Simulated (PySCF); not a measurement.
These are PBE-D3(BJ)/def2-TZVP // B3LYP-D3(BJ)/def2-TZVP run with PySCF values and carry that method's errors. All species are isolated molecules in the gas phase. 

Reference species (SMILES): `Cl[Si](Cl)(Cl)Cl` (neutral, multiplicity 1).

| Item | Result |
|---|---|
| dipole moment | 0.00 D |

Changed species: `Cl[SiH2]Cl` (whole molecule; the reference has whole molecule).

Problem. Predict the effect on the dipole moment.

Solution. the dipole moment rises by 1.11 D, to 1.11 D.
